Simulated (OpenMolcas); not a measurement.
**CF4 (tetrafluoromethane) at MN15/cc-pCVTZ (RICD fitting)**

What is the vertical electron affinity of CF4 (tetrafluoromethane) at MN15/cc-pCVTZ (RICD fitting)? 

The calculation is run with OpenMolcas 26.06.

## 1. The molecule

CF4: 5 atoms, total charge 0, spin state singlet. As SMILES, `FC(F)(F)F`. The coordinates come from a PBE0-D4/def2-TZVP relaxation.

Bond lengths: F1–C2 1.318 Å, C2–F3 1.318 Å, C2–F4 1.318 Å, C2–F5 1.318 Å. Angles: F1–C2–F3 109.5°, F1–C2–F4 109.5°, F1–C2–F5 109.5°, F3–C2–F4 109.5°, F3–C2–F5 109.5°, F4–C2–F5 109.5°.

## 2. A single-point energy at MN15/cc-pCVTZ (RICD fitting)

The input, input.xyz:

```xyz
5

F     -0.850100     0.025300     0.989500
C      0.010000    -0.014700    -0.008300
F      1.157500    -0.501300     0.420100
F     -0.464000    -0.786000    -0.966200
F      0.196600     1.203000    -0.476700
```

The input, job.input:

```
>>> EXPORT MOLCAS_PRINT=2

&GATEWAY
 BasLib=$CurrDir
 Coord=input.xyz
 Basis=cc-pCVTZ
 Group=NoSym
 RICD

&SEWARD

&SCF
 KSDFT=2
 1.0 HYB_MGGA_X_MN15
 1.0 MGGA_C_MN15
 PrOrbitals=0
```

The basis set cc-pCVTZ is read from a file made from the Basis Set Exchange's data (not shown).

The run is started by

```console
$ export MOLCAS_MEM=1860
$ pymolcas job.input > job.log
```

Log:

```text
--- Start Module: gateway ---
[...]
--- Stop Module: gateway /rc=_RC_ALL_IS_WELL_ ---
--- Start Module: seward ---
[...]
      Basis functions          215
--- Stop Module: seward /rc=_RC_ALL_IS_WELL_ ---
[...]
--- Start Module: scf ---
[...]
       Convergence after  10 Iterations
[...]
::    Total KS-DFT energy                            -437.4081019944
[...]
      Total spin, S                                     0.0000000000
[...]
      Total electronic charge=   42.000000
      Total            charge=   -0.000000
[...]
      Dipole Moment (debye):
      Origin of the operator (angstrom)=    0.0100   -0.0147   -0.0083
                   X=  5.8857E-05               Y=  5.6690E-04               Z=  2.7774E-05           Total=  5.7063E-04
      Quadrupole Moment (debye*angstrom):
[...]
--- Stop Module: scf /rc=_RC_ALL_IS_WELL_ ---
[...]
```

Run time: 35 s. Hardware: 1 thread of Arm Neoverse V1, shared host; peak memory 0.3 GiB.

## 3. The doublet anion

input.xyz is that of step 2.

The input, job.input:

```
&GATEWAY
  BasLib=$CurrDir
  Coord=input.xyz
  Basis=cc-pCVTZ
  Group=NoSym
  RICD

&SEWARD

&SCF
  UHF
  Charge=-1
  Spin=2
  KSDFT=2
  1.0 HYB_MGGA_X_MN15
  1.0 MGGA_C_MN15
  PrOrbitals=0
```

The basis set cc-pCVTZ is read from a file made from the Basis Set Exchange's data (not shown).

The run is started by

```console
$ export MOLCAS_MEM=1860
$ pymolcas job.input > job.log
```

Log:

```text
--- Start Module: gateway ---
[...]
--- Stop Module: gateway /rc=_RC_ALL_IS_WELL_ ---
--- Start Module: seward ---
[...]
      Basis functions          215
--- Stop Module: seward /rc=_RC_ALL_IS_WELL_ ---
[...]
--- Start Module: scf ---
[...]
       Convergence after  14 Iterations
[...]
::    Total KS-DFT energy                            -437.1702392097
[...]
      Total spin, S                                     0.5004653905
[...]
      Total electronic charge=   43.000000
      Total            charge=   -1.000000
[...]
      Dipole Moment (debye):
      Origin of the operator (angstrom)=    0.0100   -0.0147   -0.0083
                   X=  2.4830E-03               Y=  3.3182E-04               Z=  1.4526E-03           Total=  2.8957E-03
      Center of Charge (angstrom)
[...]
--- Stop Module: scf /rc=_RC_ALL_IS_WELL_ ---
[...]
```

Run time: 77 s. Hardware: 1 thread of Arm Neoverse V1, shared host; peak memory 0.3 GiB.

## 4. Results

Level: MN15/cc-pCVTZ (RICD fitting).

```
                                         quantity          value
                        singlet CF4: total energy  -437.40810 Eh
                       singlet CF4: dipole moment         0.00 D
                         singlet CF4: HOMO energy      -13.63 eV
                         singlet CF4: LUMO energy        5.26 eV
                       singlet CF4: HOMO–LUMO gap       18.90 eV
                      doublet anion: total energy  -437.17024 Eh
doublet anion: HOMO energy (highest over α and β)        7.80 eV
 doublet anion: LUMO energy (lowest over α and β)       11.22 eV
                              doublet anion: ⟨S²⟩          0.751
vertical electron affinity (to the doublet anion)      -6.473 eV
```

**Reading.** This program's gradients are faulty for this kind of reference, so any forces in the log (doublet anion) can't be trusted; the energy can. The anion lies 6.47 eV (625 kJ/mol) above the neutral: the electron isn't bound at this level, and such a value depends on the basis. Without diffuse functions anions come out too high. Mulliken charges (doublet anion) run from -1.19 on C2 to +0.05 on F4. The HOMO (doublet anion) lies at positive energy, 7.80 eV; only total energies tell whether the electron is bound.
